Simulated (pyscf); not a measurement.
PySCF, gas phase, ωB97X-D3(BJ)/def2-SVP geometries. MP2 and CC: frozen core, UHF for open shells. ΔMP2 is the change of the MP2 total energy from the triple- to the quadruple-zeta basis.

Problem. Estimate by transition-state theory the rate constant of `[NH2][SiH2][F]` + `[H]` [doublet] -> `[F][SiH2]` [doublet] + `[NH3]` (doublet surface; N–Si broken, H–N formed) at 900 K, with CCSD(T)/def2-TZVPP + ΔMP2(QZVPP) energies (ideal gas, 1 atm, RRHO with modes under 100 cm⁻¹ raised to 100, one conformer, R ln 2 for rigid chiral ones; no tunnelling).

Solution. The electronic barrier is 20.5 kcal/mol and the thermal terms add +22.3, so ΔG‡ = 42.8 kcal/mol. With k_BT/h = 1.88e+13 s⁻¹ and RT = 1.788 kcal/mol, and a volume of 1.23e-19 cm³ per molecule at 1 atm, k = 9.2e-17 cm³ molecule⁻¹ s⁻¹. Wigner's tunnelling factor for 1896i cm⁻¹ would be 1.38, likely too low at so high a frequency. A shift of 1 kcal/mol in the barrier changes k by a factor 1.7. On the product side the descent ends in a complex, 6.9 kcal/mol under the separated species and 25.8 kcal/mol under the saddle at ωB97X-D3(BJ)/def2-TZVP. At ωB97X-D3(BJ) the barrier from the zero used here is 23.7 kcal/mol. The same reactants have a lower exit, to H₂N–SiH•–F + H₂ (barrier +6.2 kcal/mol at ωB97M-D3(BJ), against +21.2 kcal/mol here). This is the saddle that the search found; another between the same sides may lie lower. The angle at the attacked N is 130°. The CCSD(T) − MP2 part came from Ansatz, without density fitting, on the same reference.
